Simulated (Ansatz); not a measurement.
C2H4Si⁺, that is Si(CCH)H3 with one electron fewer, relaxed as a doublet with UKS PBE0-D4/def2-TZVP in Ansatz, starting from the PBE0-D4/def2-TZVP geometry of the neutral singlet. Force threshold 0.02 eV/Å.

Start:

Cartesian coordinates in Å:
```
Si -0.748 -0.755 -0.101
C 0.526 0.538 0.067
C 1.374 1.387 0.185
H 2.122 2.139 0.288
H -0.201 -2.048 0.378
H -1.139 -0.877 -1.527
H -1.934 -0.384 0.710
```

| step | energy (eV) | largest force component (eV/Å) | SCF passes |
| --- | --- | --- | --- |
| 1 | -9999.1412 | 3.408 | 104 |
| 2 | -9999.3146 | 0.647 | 37 |
| 3 | -9999.3362 | 0.367 | 37 |
| 4 | -9999.3429 | 0.135 | 37 |
| 5 | -9999.3483 | 0.202 | 31 |
| 6 | -9999.3501 | 0.053 | 28 |
| 7 | -9999.3503 | 0.068 | 29 |
| 8 | -9999.3506 | 0.012 | 35 |

Force components are those of the run's own axes.

End:

```xyz
7

Si   -0.8071   -0.8393    0.0166
C     0.4850    0.4689    0.1699
C     1.3447    1.3692    0.1298
H     2.0907    2.1460    0.1158
H    -0.2147   -2.1474    0.3496
H    -0.8670   -0.6082   -1.4844
H    -2.0316   -0.3892    0.7026
```

By distances, no bond broke or formed. The bond that changes most is C2–C3, from 1.21 to 1.25 Å (atoms count from 1).

No frequencies were taken in this run, so the end may be a saddle point.

It took 8 s on 4 threads of Intel Xeon 6975P-C on a shared host.
